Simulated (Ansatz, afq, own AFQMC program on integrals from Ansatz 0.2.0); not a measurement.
Integrals from Ansatz 0.2.0, then the random walk in our own AFQMC program (afq).

```yaml
crystal:
  periodic: [false, false, false]
  atoms:
    - {symbol: Ge, position_ang: [0.000000, 0.000000, 0.368756]}
    - {symbol: B, position_ang: [0.000000, 0.000000, -2.712244]}
    - {symbol: H, position_ang: [0.000000, 1.259295, 1.257840]}
    - {symbol: H, position_ang: [0.000000, -1.259295, 1.257840]}
basis:
  gaussian: {orbitals: cc-pVDZ}
magnetization: {spin_polarized: true, initial_magnetization: 3}
correlation: {method: ccsd_t, electrons: outside_noble_gas, hamiltonian_folder: ham}
```

```sh
$ ansatz run in.yaml --threads 1 --pin off --events-out ev --progress --plain --max-ram 1382MiB
```

Options of the walk:

```
--method phaseless --trial hf --walkers 120 --populations 1 --least-time 40 --time-step 0.005 --steps-per-block 20 --equilibration-blocks 160 --max-blocks 600 --target-error 0.00216 --factor-cut 1e-05 --start spin_pure --seed 3247 --taylor-order 6
```

Times are imaginary, in 1/Eh. The walk had a cap of 1002 s. Filled inner d shells are frozen with the cores.

Output of the walk:

```
orbitals 36  electrons 6 3  factors 269 of 546
reference energy -2100.95955141 Eh
CCSD correlation -0.15183301 Eh in 15 cycles, weight of the determinant in the CISD state 0.8664
energy of the start -2100.960910 Eh
 block  time / (1/Eh)  mean weight  energy / Eh
     1     0.100  1.0013  -2100.981835
     2     0.200  0.9997  -2100.999508
     3     0.300  1.0013  -2101.015800
     4     0.400  1.0005  -2101.026806
     5     0.500  1.0005  -2101.033907
     9     0.900  1.0028  -2101.067927
    43     4.300  1.0001  -2101.115749
    99     9.900  1.0003  -2101.102590
   155    15.500  0.9983  -2101.122557
   211    21.100  0.9994  -2101.095909
   267    26.700  1.0009  -2101.114697
   323    32.300  1.0002  -2101.098412
   379    37.900  1.0000  -2101.115653
   421    42.100  1.0008  -2101.150985
   435    43.500  1.0014  -2101.104342
   491    49.100  1.0021  -2101.110136
   547    54.700  1.0013  -2101.085869
blocks merged  error / Eh  count
     1  0.000589  400
     2  0.000798  200
     4  0.001084  100
     8  0.001396  50
    16  0.001799  25
    32  0.002441  12
energy -2101.108307 +/- 0.001799 Eh
(rows thinned)
```

The run failed at least one of its tests; the cautions name the faults.

Against this walk (error 49.0 meV) on the same determinant: CCSD(T) 178.4 meV lower, CCSDT(Q) 215.9 meV lower. The error is statistical and leaves out the bias of the constraint. CCSDT(Q) is the surest value here, so the walk's 216 meV above it is most likely the bias of the constraint with this trial, which can have either sign.

Cautions: constraint bias not in the error; error not settled; no relativity below Rb; no spin-orbit coupling; inner d shell frozen; lower spins were not checked; unrestricted determinant slightly spin contaminated (⟨S²⟩ 3.82 against 3.75).

The walk took 3.4 min on 1 thread of Arm Neoverse V1 (shared host). The log's last line is the phaseless energy.

CCSDT and higher add their correlation energy to the determinant of the CCSD(T) run, since their own runs factorise the integrals more tightly (a shift of under 2 meV). A walk keeps the symmetry of its determinant, which the program's search chose and which needn't be the lowest solution, so a lower state of the same spin and another symmetry isn't excluded.
